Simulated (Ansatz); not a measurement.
Input file:

```yaml
crystal:
  periodic: [false, false, false]
  atoms:
    - {symbol: Al, position_ang: [0.084376, 0.005225, 0.105804]}
    - {symbol: C, position_ang: [-0.080498, 0.013599, -1.806132]}
    - {symbol: H, position_ang: [-0.003878, -0.018825, 1.700328]}
basis:
  gaussian: {orbitals: 6-31G}
magnetization: {spin_polarized: false}
correlation: {method: ccsdtq, electrons: outside_noble_gas}
```

```sh
$ ansatz run in.yaml --threads 1 --pin off --events-out ev --progress --plain --max-ram 2393MiB
```

The program prints:

```
501 factors; integrals over basis functions are off by at most 1.5e-7 eV
mean field evaluation 1: about -7620.2055 eV, gradient 1.1e1 eV
mean field evaluation 2: about -7620.2067 eV, gradient 1.1e1 eV
mean field evaluation 4: about -7620.8419 eV, gradient 1.8e0 eV
mean field evaluation 8: about -7620.8850 eV, gradient 8.9e-2 eV
mean field evaluation 16: about -7620.8861 eV, gradient 7.8e-2 eV
mean field evaluation 32: about -7620.8956 eV, gradient 9.4e-5 eV
mean field evaluation 64: about -7620.8852 eV, gradient 1.9e-4 eV
mean field evaluation 96: about -7620.8958 eV, gradient 2.5e-2 eV
mean field evaluation 128: about -7620.8852 eV, gradient 7.4e-6 eV
mean field evaluation 160: about -7617.9009 eV, gradient 1.0e0 eV
...
cycle   1  -4.11728146 eV  update   3.5e-7
cycle   2  -4.11728134 eV  change    1.2e-7 eV  update   2.1e-7
cycle   3  -4.11728130 eV  change    4.0e-8 eV  update   1.6e-7
cycle   4  -4.11728121 eV  change    8.7e-8 eV  update   1.2e-7
cycle   5  -4.11728119 eV  change    2.4e-8 eV  update   1.0e-7
cycle   6  -4.11728117 eV  change    2.0e-8 eV  update   1.1e-7
cycle   7  -4.11728111 eV  change    5.5e-8 eV  update   1.2e-7
cycle   8  -4.11728100 eV  change    1.2e-7 eV  update   1.1e-7
cycle   9  -4.11728085 eV  change    1.4e-7 eV  update   8.5e-8
cycle  10  -4.11728069 eV  change    1.6e-7 eV  update   7.3e-8
WARN: these amplitudes may be one of several solutions (largest doubles amplitude 0.72, level shift 0.00 eV)
Total energy: -7625.00248999 eV, -280.2136730949 hartree
```

For the same geometry and basis full CI lies 5.9 meV lower.

Ran on 1 thread of Intel Xeon Platinum 8488C, shared host: 15 s wall, 0.15 GiB peak host memory.
